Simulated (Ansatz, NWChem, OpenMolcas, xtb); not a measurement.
## Loss of CH4: C2H4OS → OCS + CH4

Gas-phase species: C2H4OS (thioacetic acid) `CC(=O)S`, singlet; OCS `O=C=S`, singlet; CH4 (methane) `C`, singlet. This is a balance of energies; it says nothing on the path, which may need atoms to shift.

Shapes, held fixed at every level: PBE0-D4/def2-TZVP. Flexible molecules stand in one conformer, not always the lowest. Programs: Ansatz 0.2.0, NWChem 7.3.0, OpenMolcas 26.06, xtb 6.7.1. A level may come from different programs for different species; with the same settings they agree closely. The zero-point and thermal change to 298 K, harmonic and unscaled (PBE0-D4/def2-TZVP), is -1.2 kJ/mol.

**What was measured.** Tabulated heats of formation (Active Thermochemical Tables, CRC Handbook of Chemistry and Physics, NIST-JANAF tables): C2H4OS -175.1 (CRC); OCS -138.4 (JANAF); CH4 -74.5 (ATcT) kJ/mol, which give ΔH(298 K) = -37.8 kJ/mol.

| level | kind | ΔH (kJ/mol) | computed − measured |
| --- | --- | --- | --- |
| GFN2-xTB | semi-empirical | -9.5 | +28.3 |
| HF/STO-3G | Hartree–Fock | +14.6 | +52.4 |
| HF/3-21G | Hartree–Fock | -61.0 | -23.2 |
| HF/def2-SVP | Hartree–Fock | -38.5 | -0.7 |
| PBE0/STO-3G | global hybrid | -15.8 | +22.0 |
| B3LYP/6-31G* (spherical functions) | global hybrid | -52.0 | -14.1 |
| PBE0/def2-SVP | global hybrid | -21.5 | +16.4 |

Nearest: HF/def2-SVP (-0.7); farthest: HF/STO-3G (+52.4). 1 of 7 levels lie within 10 kJ/mol. The wrong sign comes from HF/STO-3G.
